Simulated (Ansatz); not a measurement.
Rock-salt YN, relaxed in Ansatz (plane waves) with several semilocal functionals. Each gives its own volume and its own bulk modulus:

```tsv
level	V0 (Å³/atom)	bulk modulus B0 (GPa)	ln V0	ln B0
PBE-D4	14.426	166.0	2.6690	5.1120
PBE-D3(BJ)	14.428	167.0	2.6692	5.1180
r²SCAN-D4	14.556	172.0	2.6780	5.1475
r²SCAN+rVV10	14.565	172.8	2.6786	5.1521
revPBE	14.982	152.1	2.7068	5.0245
BLYP	15.204	150.9	2.7216	5.0166
```

Task: Fit a straight line to ln B0 against ln V0. What does it predict for r²SCAN, whose volume is 14.666 Å³/atom?

Result: With x = ln V0 and y = ln B0: means 2.68720 and 5.09512; Σ(Δx Δy) = -0.005776, Σ(Δx²) = 0.002381, so the slope is -2.43. At x = 2.6855 the line gives y = 5.09512 + (-2.43) × (2.6855 − 2.68720) = 5.0993, or 163.9 GPa. The run with r²SCAN gives 169.5 GPa, +3.4 % from the line. The rows used scatter about it by up to 3.7 %, while the largest value lies 15 % above the smallest.

Ansatz's density-functional and Hartree–Fock values are scalar-relativistic unless marked +SOC, with PAW data made under PBE.

Ansatz is a first-principles code.
